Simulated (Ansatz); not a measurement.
Structure relaxation of NaHf₂

These are results of Ansatz 0.2.0, DFT PBE, scalar-relativistic, plane waves, PAW, not measurements. Cutoff 420 eV, Γ-centred k mesh, Gaussian smearing, no spin polarisation in the final step.

The start puts NaHf₂ on the MoSi2 (C11b) structure type (I4/mmm, No. 139), with Na in place of Mo, Hf in place of Si, at a guessed volume.

```yaml
crystal:
  lattice:
    - [-1.80516, 1.80516, 4.42828]
    - [1.80516, -1.80516, 4.42828]
    - [1.80516, 1.80516, -4.42828]
  atoms:
    - { symbol: Na, position: [0.00000, 0.00000, 0.00000] }
    - { symbol: Hf, position: [0.66500, 0.66500, 0.00000] }
    - { symbol: Hf, position: [0.33500, 0.33500, 0.00000] }
```

Cell and atoms relax at zero pressure; the relaxation can't lower the symmetry of the start. After a coarse first stage the cell is made exact in the group found at 0.06 Å.

Formation energies are uncorrected and refer to the elements' standard structures at the same level.

(1) Describe the relaxed structure.

(2) What are its volume, energy, density and gap?

Answers

(1) It keeps I4/mmm (No. 139), but not the shape of the type it started on. Conventional cell: a = 3.111 Å, c = 16.160 Å. Around Na lie 4 Na at 3.11 Å; Hf has 8 Hf at 2.99–3.11 Å.

```
Na Hf
1.0
    -1.55559    1.55559    8.08013
     1.55559   -1.55559    8.08013
     1.55559    1.55559   -8.08013
Na Hf
1 2
Cartesian
  0.0000 0.0000 0.0000
  0.0000 0.0000 11.1095
  0.0000 0.0000 5.0507
```

(2) The volume per atom is 26.07 Å³. The density is 8.07 g/cm³ and the energy over the elements is 0.24 eV/atom. The gap on the 20×20×20 mesh is 0 eV (a metal).

The final run used a 20×20×20 mesh on its 3-atom cell and 0.10 eV smearing. For metals, differences of a few meV/atom aren't resolved. Spin–orbit coupling is left out. Symmetry constrained the relaxation, so the result can be a saddle point. The steps took of the order of 11 core-minutes in all.